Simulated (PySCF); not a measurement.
C₂H₃O₃ (charge -1).
SMILES: `O=C([O-])OC`

Torsions of this conformer, `[CH3:1][O:2][C:3](=[O:4])[O-:5]`: C1–O2–C3–O4 -1°.

The closed-shell ground state was solved at several levels (PySCF, density fitting, gas phase, non-relativistic). The structure is a single GFN2-xTB conformer in the gas phase; no vibrational or solvent corrections. No diffuse functions stand in pcJ-1 and pcSseg-1, which bears on an anion's orbital energies.

| level | basis functions | total energy (Eh) | HOMO (eV) | LUMO (eV) | gap (eV) |
| --- | --- | --- | --- | --- | --- |
| PBE0/def2-SVPD | 133 | -303.2253 | -1.75 | 4.46 | 6.21 |
| PBE0/pcSseg-1 | 100 | -303.3951 | -1.22 | 6.04 | 7.26 |

(1) What might B3LYP/pcJ-1 (165 basis functions) give for the same quantities?

(2) Over all these levels, which gives the widest orbital gap and which the narrowest?

## Answers

(1) Total energy -303.7599 Eh, HOMO -0.91 eV, LUMO 5.74 eV, gap 6.65 eV.

(2) PBE0/pcSseg-1 has the widest, 7.26 eV, and PBE0/def2-SVPD the narrowest, 6.21 eV. The two share the functional. From the narrowest to the widest the HOMO moves by +0.53 eV and the LUMO by +1.58 eV.
